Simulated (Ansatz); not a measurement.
System: CH5O, charge 1, singlet. CH5O+ (SMILES [OH2+]C).
B3LYP-D3(BJ)/def2-TZVP minimum from Ansatz (a program for electronic structure):
```xyz
7

C     -0.0253     0.7966     0.0062
O     -0.0097    -0.7215     0.0568
H     -1.0760     1.0586     0.0620
H      0.8807    -1.1190     0.1070
H      0.5157     1.1027     0.8946
H      0.4496     1.1089    -0.9184
H     -0.5406    -1.1585    -0.6365
```
Charge +1, spin multiplicity 1.

Hartree-Fock and CCSD(T) correlation energies in hartree (Ansatz). Open shells are spin-unrestricted; no spin-orbit coupling. Correlated methods leave the cores frozen. No relativity.

```tsv
basis	X	E(HF)	E(corr, CCSD(T))
cc-pVTZ	3	-115.39717	-0.45612
cc-pVQZ	4	-115.40575	-0.48292
cc-pV5Z	5	-115.40794	withheld
```

Problem. Fit E(corr) = E∞ + A/X³ to X = 3 and 4, predict X = 5, and compare with the run.

Solution. A = (-0.45612 - (-0.48292))/(1/27 - 1/64) = 1.2516; E∞ = -0.48292 - A/64 = -0.50248; at X = 5, E∞ + A/125 = -0.49246. The run gave -0.49173, 0.73 mEh above the prediction. The same form on X = 4 and 5 gives E∞ = -0.50097, 1.50 mEh above the first estimate.
